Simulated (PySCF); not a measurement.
# CS⁻: the SCF solver's settings

Aim: find out which solver settings change the answer for CS⁻.

The runs use PySCF 2.14.0; each script names its method and basis.

2 further runs of the same task are left out: 2 that didn't finish.

## (1) The starting structure

CS⁻: 2 atoms, charge -1, spin multiplicity 2.

Bond lengths: C1–S2 1.454 Å.

## (2) The run that the others are compared with

Input file input.py:

```python
from pyscf import gto, scf, cc

mol = gto.M(
    atom='C 0 0 0; S 0 0 1.454',
    basis='jorge-dzp',
    charge=-1,
    spin=1,
    verbose=4,
)
mf = scf.ROHF(mol)
mf.kernel()
mycc = cc.CCSD(mf, frozen=6)
mycc.kernel()
mycc.ccsd_t()
mf.dip_moment()
print('orbital energies (hartree):', mf.mo_energy[..., max(0, mol.nelec[1]-3):mol.nelec[0]+3].round(4))
```

Started as:

```bash
OMP_NUM_THREADS=1 python input.py
```

The log of this run is left out.

In short: E(SCF) = -435.269488 Eh, 11 cycles, E(CCSD) − E(SCF) = -0.25728 Eh, (T) = -0.00968 Eh.

The bond length is a typed value, not an optimised one. The dipole of an ion depends on the origin.

## (3) Initial guess chk

Edit 1 changes initial guess: minao → chk.

Input file input.py:

```python
from pyscf import gto, scf, cc

mol = gto.M(
    atom='C 0 0 0; S 0 0 1.454',
    basis='jorge-dzp',
    charge=-1,
    spin=1,
    verbose=4,
)
mf = scf.ROHF(mol)
mf.init_guess = 'chk'
mf.kernel()
mycc = cc.CCSD(mf, frozen=6)
mycc.kernel()
mycc.ccsd_t()
mf.dip_moment()
print('orbital energies (hartree):', mf.mo_energy[..., max(0, mol.nelec[1]-3):mol.nelec[0]+3].round(4))
```

Started as:

```bash
OMP_NUM_THREADS=1 python input.py
```

## (4) Initial guess atom

Edit 2 changes initial guess: minao → atom.

input.py: that of step 2 with these lines changed.

```diff
@@ -10,2 +10,3 @@
 mf = scf.ROHF(mol)
+mf.init_guess = 'atom'
 mf.kernel()
```

## (5) Second-order solver on

Edit 3 changes second-order solver: off → on.

input.py: that of step 2 with these lines changed.

```diff
@@ -10,2 +10,3 @@
 mf = scf.ROHF(mol)
+mf = mf.newton()
 mf.kernel()
```

What does the calculation give? Wanted: for each run, E(SCF); from base; after the SCF.

**Answer**, as computed:

| run | E(SCF) (hartree) | from base (eV) | cycles | after the SCF |
| --- | --- | --- | --- | --- |
| base | -435.269488 | 0 | 11 | CCSD(T) correlation -7.264 eV, core frozen |
| initial guess chk | -435.269488 | 0.0000 | 11 | CCSD(T) correlation -7.264 eV, core frozen |
| initial guess atom | -435.269488 | 0.0000 | 11 | CCSD(T) correlation -7.264 eV, core frozen |
| second-order solver on | -435.269488 | 0.0000 | 2 macro | CCSD(T) correlation -7.264 eV, core frozen |

Distance from each run's final energy (log10 hartree) by cycle:

| run | cycle 1 | cycle 2 | cycle 3 | cycle 5 | cycle 8 | cycle 12 |
| --- | --- | --- | --- | --- | --- | --- |
| base | -1.7 | -2.5 | -3.1 | -4.4 | -7.3 | done |
| initial guess chk | -1.7 | -2.5 | -3.1 | -4.4 | -7.3 | done |
| initial guess atom | -1.2 | -1.6 | -2.8 | -4.3 | -7.4 | done |

What this shows: The SCF energy stays the same, to the digits that matter, with initial guess chk or initial guess atom or second-order solver on. PySCF falls back to minao for a guess that it doesn't know or can't read, so that run repeats the base. With initial guess chk, initial guess atom the path hardly changes: 11 cycles against 11.
